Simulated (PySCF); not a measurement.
# CH2O3, a complex of two parts: interaction energy

The task here is to estimate one member of a computed series from the others.

Computed with PySCF 2.14.0; each step states its level. No surroundings beyond the atoms listed, unless a continuum is named. Atoms count from 0, parts from 1.

## Starting point

6 atoms, charge 0, multiplicity 1; geometry: GFN2-xTB. Parts: 1 = atoms 0–2, `O`, charge 0; 2 = atoms 3–5, `O=C=O`, charge 0.

The first run:

What the job is given:

```
{"job": {"xc": "PBE0", "basis": "def2-TZVPD", "d3": "d3bj", "grid": 3, "kind": "geom", "shake": 0.01}, "charge": 0, "multiplicity": 1, "parts": [{"atoms": "0-2", "charge": 0, "multiplicity": 1}, {"atoms": "3-5", "charge": 0, "multiplicity": 1}]}
O     -0.208437     0.246423    -0.227026
H     -0.516095    -0.218444     0.545439
H      0.672261     0.050173    -0.394944
O     -1.566569     2.080570    -2.175183
C     -2.246428     1.613690    -1.355735
O     -2.933579     1.191759    -0.540471
```

Command:

```bash
OMP_NUM_THREADS=1 python cluster_run.py task.json out
```

This one command runs all jobs of the session in turn.

Among the steps run: Geometry optimisation at PBE0-D3(BJ)/def2-TZVPD; Coupled-cluster interaction energy: CCSD(T) and MP2, 2.82 Å; Coupled-cluster interaction energy: CCSD(T) and MP2, 2.96 Å; Coupled-cluster interaction energy: CCSD(T) and MP2, 3.10 Å; Coupled-cluster interaction energy: CCSD(T) and MP2, 2.68 Å; Coupled-cluster interaction energy: CCSD(T) and MP2, 3.53 Å; Coupled-cluster interaction energy: CCSD(T) and MP2, 2.54 Å; Coupled-cluster interaction energy: CCSD(T) and MP2, 4.23 Å; Coupled-cluster interaction energy: CCSD(T) and MP2, 5.64 Å.

One of the session's tables, all rows but one given; the rest of the session is left out.

It belongs to the step «Coupled-cluster interaction energy: CCSD(T) and MP2, 5.64 Å». 

```
                 method  interaction energy (kcal/mol)
         HF/aug-cc-pVDZ                         -0.251
        MP2/aug-cc-pVDZ                         -0.217
       CCSD/aug-cc-pVDZ                         -0.228
    CCSD(T)/aug-cc-pVDZ                         -0.224
         HF/aug-cc-pVQZ                         -0.244
        MP2/aug-cc-pVQZ                              ?
    SCS-MP2/aug-cc-pVQZ                         -0.209
      MP2, extrapolated                         -0.213
CCSD(T), limit estimate                         -0.220
```

Estimate the missing values for MP2/aug-cc-pVQZ.

**Answer.** interaction energy (kcal/mol): -0.212. In the column «interaction energy (kcal/mol)» it lies between MP2, extrapolated (-0.213) and SCS-MP2/aug-cc-pVQZ (-0.209).
